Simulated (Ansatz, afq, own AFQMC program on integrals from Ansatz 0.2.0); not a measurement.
## Where AFQMC and coupled cluster stand for CH7Ge, doublet

```csv
atom,x (Å),y (Å),z (Å)
Ge,-0.4916,0.0000,0.0000
H,-1.0030,1.4466,0.0000
H,-1.0030,-0.7233,1.2528
H,-1.0030,-0.7233,-1.2528
H,1.3934,0.0000,0.0000
C,2.4834,0.0000,0.0000
H,2.4834,-1.0800,0.0000
H,2.4834,0.5400,0.9353
H,2.4834,0.5400,-0.9353
```

Basis cc-pVDZ. Noble-gas cores (and the filled d shells of Ga–Kr and In–Xe) are frozen. Integrals, coupled cluster, full CI and functionals: Ansatz 0.2.0; the random walks run on the same integrals in our own AFQMC program. ph-AFQMC/CISD is guided by a CISD state made of CCSD amplitudes; releasing the constraint for a short imaginary time cuts its bias at the price of noise, slowly where states lie close. Error bars are statistical, one sigma. No spin–orbit coupling.

Determinant: UHF, the one that the program's search chose, which needn't be the lowest solution. The geometry is a point of a scan.

No full CI on the walks' own integrals is used here; CCSDT(Q) serves as the reference and is uncertain by about the last step of the cluster series.

Cautions: no relativity below Rb; no spin-orbit coupling; inner d shell frozen.

```
T1 diagnostic                               : 0.0105
weight of the determinant in the CISD state : 0.864
⟨S²⟩ of the determinant                     : 0.764
size of the correlated space                : 15 electrons in 61 orbitals
```

Reference: CCSDT(Q), correlation energy -8.789 eV. The released energy is read at 1.50 1/Eh (meV from the phaseless value at times in 1/Eh: 3 ± 3 at 0.24, 8 ± 4 at 0.51, 6 ± 4 at 0.99, 3 ± 5 at 1.50).

```json
{"level": "HF", "E − E(reference) (mEh)": "323.01", "share of correlation (%)": "0.00"}
{"level": "MP2", "E − E(reference) (mEh)": "56.14", "share of correlation (%)": "82.62"}
{"level": "CCSD", "E − E(reference) (mEh)": "8.69", "share of correlation (%)": "97.31"}
{"level": "CCSD(T)", "E − E(reference) (mEh)": "1.35", "share of correlation (%)": "99.58"}
{"level": "CCSDT", "E − E(reference) (mEh)": "0.31", "share of correlation (%)": "99.91"}
{"level": "ph-AFQMC/CISD", "E − E(reference) (mEh)": "0.08 ± 0.13", "share of correlation (%)": "99.97"}
{"level": "released AFQMC", "E − E(reference) (mEh)": "0.19 ± 0.17", "share of correlation (%)": "99.94"}
```

A walk keeps the symmetry of its determinant, which the program's search chose and which needn't be the lowest solution, so a lower state of the same spin and another symmetry isn't excluded. Released energies are given only where the last usable release times agree within the noise; a slower fall can still hide under it.
